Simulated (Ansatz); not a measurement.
`FCOC(F)Cl`. The species carries charge 0 and has multiplicity 1.

Z-matrix (Å, degrees):
```
C
O 1 1.389
F 1 1.370 2 110.3
H 1 1.089 2 106.2 3 117.7
H 1 1.094 2 111.8 3 -119.7
C 2 1.371 1 114.4 3 72.7
F 6 1.358 2 110.1 1 71.7
Cl 6 1.756 2 107.9 1 -169.2
H 6 1.091 2 113.0 1 -49.1
```

(1) List the harmonic frequencies (cm⁻¹, unscaled) at PBE0-D4/def2-TZVP in Ansatz. (Estimate.)

(2) Is this a minimum?

(3) Give the ideal-gas thermochemistry at 298.15 K and 1 bar (rigid rotor, harmonic oscillator; point group C1, symmetry number 1).

(4) Rotational constants (cm⁻¹)?

## Answers

(1) Computed: 49, 118, 248, 327, 415, 539, 640, 870, 1039, 1058, 1082, 1150, 1205, 1295, 1343, 1371, 1446, 1524, 3075, 3120, 3160.

(2) Yes, all 21 modes are real.

(3) Zero-point energy 150.0 kJ/mol; H(298) − E = 168.5 kJ/mol; entropy 340.1 J/(mol·K), of which translation 168.2, rotation 115.6, vibration 56.3; G(298) − E = 67.1 kJ/mol. Modes under 100 cm⁻¹ are hindered rotations or soft bends, so the harmonic entropy is rough.

(4) 0.1888, 0.05322, 0.04638.
